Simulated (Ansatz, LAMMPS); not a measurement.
**Rock-salt LiBr: properties by level of theory**

Reference values: lattice constant a 5.459 Å (measured, low temperature, zero-point motion not removed; as tabulated in Doll and Stoll (1998), arXiv:cond-mat/9801031); bulk modulus 26.3 GPa (measured, 4 K, zero-point motion not removed; as tabulated in Doll and Stoll (1998), arXiv:cond-mat/9801031); elastic constant C11 39.6 GPa (measured, temperature not stated, not corrected to a static lattice; as tabulated in Harker's crystal data pages); elastic constant C44 19.1 GPa (measured, temperature not stated, no zero-point or thermal correction; as tabulated in Harker's crystal data pages).

```
level (code)                                                     lattice constant a (Å)  bulk modulus (GPa)  elastic constant C11 (GPa)  elastic constant C44 (GPa)
---------------------------------------------------------------  ----------------------  ------------------  --------------------------  --------------------------
ionic model catlow1977 (shell model, LAMMPS)                                      5.393                32.8                        56.6                        20.9
ionic model joung2008 (rigid ions, set for SPC/E water, LAMMPS)                   5.511                48.6                        75.0                        35.4
PBE (Ansatz)                                                                      5.511                25.7                         [?]                         [?]
```

Fill in the missing entries.


- PBE (Ansatz, a program for electronic structure), elastic constant C11 (GPa): 42.1
- PBE (Ansatz), elastic constant C44 (GPa): 19.2

Differences from the reference values (errors of the level alone only where the reference is corrected to a static lattice):

```
level                   lattice constant a (%)  bulk modulus (%)
----------------------  ----------------------  ----------------
ionic model catlow1977                   -1.21               +25
ionic model joung2008                    +0.95               +85
PBE                                      +0.95              -2.3
```

Nearest: lattice constant a, not ranked (one source); bulk modulus, not ranked (one source). Empirical potentials aren't ranked on values they can be fitted to.

Empirical potentials (ionic model catlow1977, ionic model joung2008) are fitted to chosen data: where that held the value shown, agreement is built in, and what lay outside the fit can be far off.

Ansatz's density-functional and Hartree–Fock values are scalar-relativistic unless marked +SOC, with PAW data made under PBE.

Differences are worked out from the printed values.

Computed values are for the static lattice.
